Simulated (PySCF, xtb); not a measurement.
Ranking isomers of CH3BF−

4 gas-phase structures of CH3BF−, found in a search over its isomers (lower ones may exist). Each was relaxed with GFN2-xTB:

A. the triplet with the links of `[CH][BH2-]F`
B. the triplet with the links of `[BH3-][C]F`
C. `C=[BH-]F`, a singlet
D. `[BH2-]=CF`, a singlet

Task: Which do you expect lowest at r2SCAN-D4/def2-SVPD, and how would the others follow?

Result: Calculated order at r2SCAN-D4/def2-SVPD: C (0.000), D (1.869), A (2.795), B (4.098) eV.

Energies above the lowest of each column, in eV; the last columns are at PBE0-D4/def2-SVPD geometries and were run for some of them only (a dash: not run or not comparable):

```tsv
structure	GFN2-xTB	HF/STO-3G	r2SCAN-D4/def2-SVPD	PBE0-D4/def2-SVPD	CCSD(T)/def2-SVPD + ΔMP2/def2-TZVPPD
C	0.000	0.000	0.000	0.000	0.000
D	1.131	1.194	1.869	1.873	1.934
A	–	1.322	2.795	2.871	3.066
B	–	1.732	4.098	–	–
```

Every level run on C puts it lowest or level with the lowest. Some further structures that were screened fall inside this span and aren't listed. Flexible structures stand in one conformer each, not always the lowest. Frequencies (PBE0-D4/def2-SVPD) were run for A, C, D alone. The ΔMP2 step shifts differences by up to 0.164 eV, which makes them less sure. GFN2-xTB has no spin polarisation and isn't compared across spin states. Open shells are spin-unrestricted. ΔMP2 is the change of the MP2 energy from the smaller to the larger basis.

Programs: PySCF 2.14.0, xtb 6.7.1.
